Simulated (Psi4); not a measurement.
# BP2H5 (SMILES [BH].PP) at SSAPT0/jun-cc-pV(D+d)Z (density fitting, density fitting for correlation, fragments set)

Aim: the interaction energy of BP2H5. The job is set up through a Python script.

Program for the calculation: Psi4 1.11.

11 further runs of the same task are left out: 1 that didn't finish, 10 set aside as unsound or not needed. Runs told in other sessions of the task aren't counted.

**1. The system as given**

The species is BP2H5 (8 atoms), meant as a singlet with charge 0. SMILES: `[BH].PP`.

Bond lengths: P3–P4 2.227 Å, B1–H2 1.232 Å, P3–H5 1.422 Å, P3–H6 1.422 Å, P4–H7 1.422 Å, P4–H8 1.422 Å. Angles: P3–P4–H7 93.6°, P3–P4–H8 93.6°, P4–P3–H5 93.6°, P4–P3–H6 93.6°, H7–P4–H8 92.0°, H5–P3–H6 92.0°.

**2. The interaction energy at SSAPT0/jun-cc-pV(D+d)Z (density fitting, density fitting for correlation, fragments set)**

The input, calc.py:

```python
import psi4

psi4.set_memory(1600000000)
psi4.set_num_threads(1)
psi4.set_output_file('output.dat', False)

geom = psi4.geometry("""
0 1
B      0.000000     0.000000    -0.616200
H      0.000000     0.000000     0.616200
--
0 1
P      2.150670     2.155630    -0.370770
P      2.023260     1.835880    -2.571170
H      3.466410     1.623950    -0.279930
H      2.643260     3.483190    -0.501370
H      0.704190     2.359170    -2.661670
H      1.539270     0.505320    -2.439510
symmetry c1
no_reorient
no_com
""")

psi4.set_options({
    'basis': 'jun-cc-pV(D+d)Z',
    'reference': 'rhf',
    'scf_type': 'df',
    'freeze_core': 'true',
})

energy_value, wavefunction = psi4.energy('ssapt0', molecule=geom, return_wfn=True)
print(f'total energy {energy_value:.8f} hartree = {energy_value * 27.211386:.5f} eV')
for k, v in sorted(psi4.core.scalar_variables().items()):
    print(f'{k:45s} {v:18.10f}')
```

Command:

```console
$ python calc.py
```

Q: Predict the results. Wanted: interaction energy.

Computed results:

At SSAPT0/jun-cc-pV(D+d)Z (density fitting, density fitting for correlation, fragments set):

| quantity | value |
| --- | --- |
| interaction energy | 11.96 kJ/mol |
